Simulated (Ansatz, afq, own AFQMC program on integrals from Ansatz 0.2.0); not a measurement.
HfCl2O, singlet: AFQMC among the cluster methods

```xyz
4

Hf   -0.1275    0.1889    0.0263
O     0.5758    1.7827    0.0263
Cl    0.2071   -0.9314   -2.0298
Cl    0.1751   -0.8243    1.8856
```

Connectivity, by distances: O–Hf(–Cl)–Cl.

Basis def2-SVP with its core potentials. Only valence electrons are correlated. Integrals, coupled cluster, full CI and functionals: Ansatz 0.2.0; the random walks run on the same integrals in our own AFQMC program. ph-AFQMC/CISD is guided by a CISD state made of CCSD amplitudes; releasing the constraint for a short imaginary time cuts its bias at the price of noise, slowly where states lie close. ± is one standard error of the sampling. No spin–orbit coupling. The metal's outer-core s and p shells are frozen, which shifts wave-function levels against functionals.

Determinant: RHF, the one that the program's search chose, which needn't be the lowest solution. The geometry is a point of a scan.

No full CI on the walks' own integrals is used here; CCSDT(Q) serves as the reference and is uncertain by about the last step of the cluster series.

Cautions: no spin-orbit coupling; outer-core shells of the metal frozen; higher spins were not checked; the ph-AFQMC/HF walk drifts between its halves (2.4 errors).

The T1 diagnostic is 0.0206, the weight of the determinant in the CISD state is 0.810 and the size of the correlated space is 24 electrons in 67 orbitals.

Reference: CCSDT(Q), correlation energy -16.116 eV. The released energy is read at 0.90 1/Eh (meV from the phaseless value at times in 1/Eh: -8 ± 7 at 0.21, -11 ± 8 at 0.42, -19 ± 8 at 0.63, -12 ± 9 at 0.90).

| level | E − E(reference) (meV) | share of correlation (%) |
| --- | --- | --- |
| HF | 16116.3 | 0.00 |
| MP2 | 719.1 | 95.54 |
| CCSD | 609.5 | 96.22 |
| CCSD(T) | 57.0 | 99.65 |
| CCSDT | 45.5 | 99.72 |
| ph-AFQMC/HF | -236.9 ± 39.9 | 101.47 |
| ph-AFQMC/CISD | 4.0 ± 7.6 | 99.98 |
| released AFQMC | -7.6 ± 9.1 | 100.05 |

Released energies are given only where the last usable release times agree within the noise; a slower fall can still hide under it.
